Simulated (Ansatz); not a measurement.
# PH₂+ (singlet): from Hartree-Fock to the top rungs at angle H2–P1–H3 = 89.1°, cc-pVDZ

The task here is to estimate one member of a computed series from the others.

Computed with Ansatz 0.2.0, Gaussian basis. Level: cc-pVDZ, core rule «outside noble gas», up to 5 orbitals frozen.

To be run: UHF; CCSD(T) on RHF; CCSD(T) on UHF; BCCD(T) on RHF; CISD; CCSDT(Q) on RHF; CCSDT(Q) on UHF; CCSDTQ on RHF; CASSCF and MRCISD+Q, 2 electrons in 2 orbitals; CASSCF and NEVPT2, 2 electrons in 2 orbitals; CASSCF and MRCISD+Q, 6 electrons in 6 orbitals; CASSCF and NEVPT2, 6 electrons in 6 orbitals; Full CI.

9 further runs of the same task are left out: 7 that didn't finish, 2 set aside as unsound or not needed.

**The geometry**

The geometry derives from a PBE0/def2-TZVP stationary point (not a proven minimum). One angle is set to the value named; bond lengths are kept.

3 atoms, charge 1, spin multiplicity 1.

Atoms are counted from 1 here; the program's logs count them from 0.

Bond lengths: P1–H2 1.429 Å, P1–H3 1.429 Å. Angles: H2–P1–H3 89.1°.

Set-up of the first run:

The input, in.yaml:

```yaml
crystal:
  periodic: [false, false, false]
  atoms:
    - {symbol: P, position_ang: [0.000000, -0.062237, 0.000000]}
    - {symbol: H, position_ang: [0.000000, 0.956257, -1.002620]}
    - {symbol: H, position_ang: [0.000000, 0.956257, 1.002620]}
basis:
  gaussian: {orbitals: cc-pVDZ}
total_charge: 1
magnetization: {spin_polarized: true, initial_magnetization: 0}
hamiltonian: {xc: hf}
output: {orbitals: {seedname: orbitals}}
```

Launch:

```bash
$ ansatz run in.yaml --threads 1 --pin off --events-out ev --progress --plain --max-ram 2393MiB
```

Steps of the session up to this table: UHF; CCSD(T) on RHF; CCSD(T) on UHF; BCCD(T) on RHF; CISD; CCSDT(Q) on RHF; CCSDT(Q) on UHF; CCSDTQ on RHF; CASSCF and MRCISD+Q, 2 electrons in 2 orbitals; CASSCF and NEVPT2, 2 electrons in 2 orbitals; CASSCF and MRCISD+Q, 6 electrons in 6 orbitals; CASSCF and NEVPT2, 6 electrons in 6 orbitals; Full CI.

One of the session's tables, all rows but one given; the rest of the session is left out.

| method | from FCI (meV) |
| --- | --- |
| RHF | +3533.8 |
| UHF | +3443.0 |
| RMP2 | +888.7 |
| CISD | +227.1 |
| RCCSD | +87.4 |
| RCCSD(T) | +20.2 |
| BCCD(T) | +20.2 |
| RCCSDT | +3.9 |
| RCCSDT(Q) | +0.8 |
| RCCSDTQ | +0.1 |
| CASSCF pair | ? |
| NEVPT2 pair | +791.6 |
| CASSCF valence | +2015.9 |
| NEVPT2 valence | +586.2 |
| MRCISD valence | +78.9 |
| MRCISD+Q valence | +5.5 |
| FCI | 0 |

**Question.** Estimate the row for CASSCF pair.

**Answer.** from FCI (meV): +2942.0. In the column «from FCI (meV)» it lies between CASSCF valence (+2015.9) and UHF (+3443.0).

Not comparable, so not listed: CCSD(T) on UHF; CASSCF and MRCISD+Q, 2 electrons in 2 orbitals (they don't share determinant, frozen orbitals or solution with the rows shown, or repeat one).

Limits of these values: Warnings in the runs' records: passed over end.
